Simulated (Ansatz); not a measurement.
in.yaml

```yaml
crystal:
  periodic: [false, false, false]
  atoms:
    - {symbol: Hf, position_ang: [0.000000, 0.000000, 0.000000]}
    - {symbol: B, position_ang: [0.000000, 0.000000, 2.166000]}
basis:
  gaussian: {orbitals: def2-SVP}
magnetization: {spin_polarized: false, initial_magnetization: 1}
correlation: {method: ccsdtq, electrons: outside_noble_gas}
```

```sh
$ ansatz run in.yaml --threads 5 --pin off --events-out ev --progress --plain --max-ram 82944MiB --backend cuda --devices 0, --max-vram 75GiB
```

The program prints:

```
822 factors; integrals over basis functions are off by at most 1.6e-7 eV
mean field evaluation 1: about -1951.9719 eV, gradient 2.4e1 eV
mean field evaluation 2: about -1952.0140 eV, gradient 2.4e1 eV
mean field evaluation 4: about -1955.0244 eV, gradient 1.9e0 eV
mean field evaluation 8: about -1955.0730 eV, gradient 3.9e-1 eV
mean field evaluation 16: about -1955.0997 eV, gradient 2.7e-1 eV
mean field evaluation 32: about -1955.1015 eV, gradient 7.8e-1 eV
mean field evaluation 64: about -1955.3256 eV, gradient 3.5e-1 eV
mean field evaluation 96: about -1953.3111 eV, gradient 9.8e0 eV
mean field evaluation 128: about -1955.1024 eV, gradient 2.5e-4 eV
mean field evaluation 160: about -1954.0661 eV, gradient 8.8e-1 eV
...
cycle  43  -5.27863720 eV  change    9.4e-7 eV  update   2.6e-6
cycle  44  -5.27863658 eV  change    6.2e-7 eV  update   2.1e-6
cycle  45  -5.27863667 eV  change   -9.2e-8 eV  update   1.7e-6
cycle  46  -5.27863573 eV  change    9.4e-7 eV  update   1.4e-6
cycle  47  -5.27863614 eV  change   -4.1e-7 eV  update   1.2e-6
cycle  48  -5.27863664 eV  change   -5.0e-7 eV  update   9.3e-7
cycle  49  -5.27863711 eV  change   -4.7e-7 eV  update   6.7e-7
cycle  50  -5.27863751 eV  change   -4.0e-7 eV  update   5.1e-7
cycle  51  -5.27863792 eV  change   -4.1e-7 eV  update   4.3e-7
cycle  52  -5.27863814 eV  change   -2.2e-7 eV  update   3.4e-7
Total energy: -1960.38105191 eV, -72.0426748637 hartree
```

For the same geometry and basis full CI lies 6.9 meV lower.

Ran on 5 threads of AMD EPYC 7R13 with a whole H100 80 GB, shared host: 31 s wall, 0.87 GiB peak host memory.
